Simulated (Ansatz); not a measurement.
A made-up structure of AlBH₃F, singlet:

```json
{"atom": "B1", "x (Å)": "-0.6600", "y (Å)": "0.3465", "z (Å)": "-0.5329"}
{"atom": "Al2", "x (Å)": "0.5832", "y (Å)": "-0.2444", "z (Å)": "0.4954"}
{"atom": "F3", "x (Å)": "0.9005", "y (Å)": "-1.8855", "z (Å)": "0.1720"}
{"atom": "H4", "x (Å)": "-1.7863", "y (Å)": "0.2436", "z (Å)": "-0.1034"}
{"atom": "H5", "x (Å)": "-0.2886", "y (Å)": "0.8235", "z (Å)": "-1.5809"}
{"atom": "H6", "x (Å)": "1.2512", "y (Å)": "0.7163", "z (Å)": "1.5498"}
```

It is relaxed with PBE-D4/def2-SVP and then PBE0-D4/def2-TZVP (Ansatz 0.2.0). Atoms count as bonded within 1.22 times the sum of their covalent radii (H–H: 0.88 Å). The end point is not checked to be a true minimum.

Does its bonding change? (Judge from chemistry; the calculation decides.)

By the calculation: No: no bond forms or breaks.

Where it ends: The first stage lowers the energy by 1.73 eV in 7 steps. It ends as AlBH₃F ([BH2][AlH][F]):
```json
{"atom": "B1", "x (Å)": "-0.8154", "y (Å)": "0.4214", "z (Å)": "-0.6611"}
{"atom": "Al2", "x (Å)": "0.7190", "y (Å)": "-0.3125", "z (Å)": "0.6061"}
{"atom": "F3", "x (Å)": "1.1515", "y (Å)": "-1.9014", "z (Å)": "0.4204"}
{"atom": "H4", "x (Å)": "-1.9750", "y (Å)": "0.3820", "z (Å)": "-0.3597"}
{"atom": "H5", "x (Å)": "-0.5883", "y (Å)": "0.9192", "z (Å)": "-1.7277"}
{"atom": "H6", "x (Å)": "1.5083", "y (Å)": "0.4913", "z (Å)": "1.7221"}
```

Labels in which every atom is bracketed show which atoms are joined, not bond orders.

For scale, one of the runs: PBE0-D4/def2-TZVP relaxation, 117 basis functions, launched by `ansatz run in.yaml --threads 2 --pin off --events-out ev --progress --plain --max-ram 4352MiB`. The run took about 8.5 s on 2 CPU threads of an Intel Xeon 6975P-C (shared host).
